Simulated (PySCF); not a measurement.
**Gas-phase XPS of nitrous acid, computed**

Compound: nitrous acid, HNO2.
Cartesian coordinates in Å at the PBE0-D3(BJ)/def2-SVP level; atoms count from 1:
```xyz
4
HNO2 angstrom
O      1.078   -0.665   -0.062
N      0.672    0.441   -0.054
O     -0.666    0.528    0.027
H     -1.001   -0.395    0.059
```

Computed, not measured: delta-SCF UKS SCAN, pcX-2 on the ionised atom, pcseg-1 elsewhere, spin-free X2C (PySCF). These are vertical core ionisation energies against the vacuum level, from separate self-consistent calculations with and without the core hole.

List the computed XPS lines with their assignment.

| atom(s) | bonded to | level | binding energy (eV) | above the level's lowest (eV) | count |
| --- | --- | --- | --- | --- | --- |
| O1 | N (double bond) | O 1s | 540.83 | 0.00 | 1 |
| N2 | O (double bond) and O | N 1s | 411.39 | 0.00 | 1 |
| O3 | N and H | O 1s | 541.19 | +0.36 | 1 |

Lowest listed O 1s: O1, bonded to N (double bond). Highest, 0.36 eV above it: O3, bonded to N and H.

Which effective nuclear charge Zeff reproduces each element's mean 1s value in the hydrogen-like formula E = 13.606 eV × Zeff²?

N (Z = 7): mean 411.4 eV, Zeff = 5.50, Z − Zeff = 1.50; O (Z = 8): mean 541.0 eV, Zeff = 6.31, Z − Zeff = 1.69. Means run over the listed sites, weighted by atom count.

Which photon wavelength matches the N 1s of N2 (atom 2) threshold?

λ = hc/E = 12398.42 eV Å / 411.39 eV = 30.138 Å.

Spin contamination (⟨S²⟩ against 0.75 for a pure doublet) is marked for N 1s of N2 (0.94), which makes this value less certain. Isolated species at its PBE0-D3(BJ)/def2-SVP geometry, gas phase.

On AMD EPYC 7B13, one thread, no GPU, shared host with 128 logical CPUs at a one-minute load of 17, this took 8.5 s and 0.43 GiB of memory at its peak.
